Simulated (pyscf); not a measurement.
# Atom transfer: H₃C–SiH(Cl)–Cl (SMILES C[SiH](Cl)Cl) + H• (SMILES [H]) -> H₃C–SiH•–Cl (SMILES C[SiH]Cl) + HCl (SMILES Cl)

Gas phase, doublet surface, charge 0. Bonds broken: Si2–Cl3. Bonds formed: Cl3–H9. Single points on ωB97X-D3(BJ)/def2-SVP structures (PySCF, gas phase).

Transition state (Å):

```xyz
9

C     -0.3217     0.3985     1.1155
Si    -1.5093     0.0180    -0.2693
Cl    -0.1694    -0.2296    -2.2174
Cl    -2.5376    -1.7270     0.1459
H     -0.8605     0.5295     2.0677
H      0.2342     1.3227     0.8914
H      0.4007    -0.4239     1.2309
H     -2.5009     1.1013    -0.5110
H      0.7760    -0.2871    -3.3718
```

One imaginary mode, 735i cm⁻¹; descent along it reached the two sides named.

| bond | change | reactant side (Å) | saddle | product side |
|---|---|---|---|---|
| Si2–Cl3 | breaks | 2.060 | 2.377 | 3.4 |
| Cl3–H9 | forms | 3.6 | 1.493 | 1.284 |

Electronic energies relative to the separated reactants (kcal/mol):

```json
[
 {"level": "ωB97X-D3(BJ)/def2-TZVP", "barrier": "24.6", "reaction energy": "+11.7", "reverse barrier": "13.0"},
 {"level": "PBE/def2-TZVP", "barrier": "12.4", "reaction energy": "+5.6", "reverse barrier": "6.8"},
 {"level": "r²SCAN/def2-TZVP", "barrier": "14.6", "reaction energy": "+6.7", "reverse barrier": "7.9"},
 {"level": "B3LYP-D3(BJ)/def2-TZVP", "barrier": "15.6", "reaction energy": "+5.8", "reverse barrier": "9.8"},
 {"level": "PBE0-D3(BJ)/def2-TZVP", "barrier": "17.6", "reaction energy": "+8.4", "reverse barrier": "9.2"},
 {"level": "M06-2X/def2-TZVP", "barrier": "22.3", "reaction energy": "+8.4", "reverse barrier": "13.9"},
 {"level": "ωB97M-D3(BJ)/def2-TZVP", "barrier": "23.1", "reaction energy": "+9.7", "reverse barrier": "13.4"},
 {"level": "HF/def2-TZVP", "barrier": "38.7", "reaction energy": "+10.7", "reverse barrier": "28.0"}
]
```

With ωB97M-D3(BJ)/def2-TZVP energies and thermal terms (ideal gas, 1 atm, RRHO with modes under 100 cm⁻¹ raised to 100, one conformer, R ln 2 for chiral ones without a mode under 150 cm⁻¹), in kcal/mol:

```csv
T (K),ΔH‡,ΔG‡,ΔH,ΔG
298,22.9,29.2,+11.9,+8.6
600,22.5,35.6,+11.0,+5.6
900,22.2,42.3,+10.1,+3.2
1200,21.9,49.0,+9.1,+1.0
```

The same reactants have a lower exit, to H₃C–Si•(Cl)–Cl + H₂ (barrier +4.9 kcal/mol at ωB97M-D3(BJ)/def2-TZVP, against +23.1 kcal/mol here). This is the saddle that the search found; another between the same sides may lie lower. The angle at the transferred Cl is 174°.
